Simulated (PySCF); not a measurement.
How far each method lies from RCCSDT for As₂⁺, sextet

Geometry: that of the As2⁺, quartet, kept fixed. The doublet lies 1.9 eV lower here.

```xyz
2

As    0.0000    0.0000    0.0000
As    0.0000    0.0000    2.4380
```

Basis cc-pVDZ; PySCF 2.14.0. Correlated methods freeze the noble-gas cores and the filled d shells of p-block atoms, which leaves 9 electrons in 26 orbitals. Prefix R: restricted or restricted open-shell reference. No spin–orbit coupling is included, and no scalar relativity.

Full CI isn't at hand for all of this; RCCSDT serves as the reference. It lacks quadruple excitations, which often exceed the step from CCSD(T) to CCSDT.

```
UHF ⟨S²⟩                          : 8.758
T1 diagnostic (ROHF- or RHF-based CCSD)             : 0.0115
largest doubles amplitude (ROHF- or RHF-based CCSD) : 0.085
```

Problem. From what is known of these methods and the diagnostics, rank them by the size of their error in total energy against RCCSDT in cc-pVDZ, smallest first (an estimate: the text doesn't fix the numbers).
A. RCCSD(T)
B. RHF
C. RMP2
D. RCCSD

Solution. A (1.8 kJ/mol), D (10.0 kJ/mol), C (81.2 kJ/mol), B (381.1 kJ/mol).

All errors are against RCCSDT in cc-pVDZ. Within each family the higher level lies nearer, as is usual though not guaranteed.
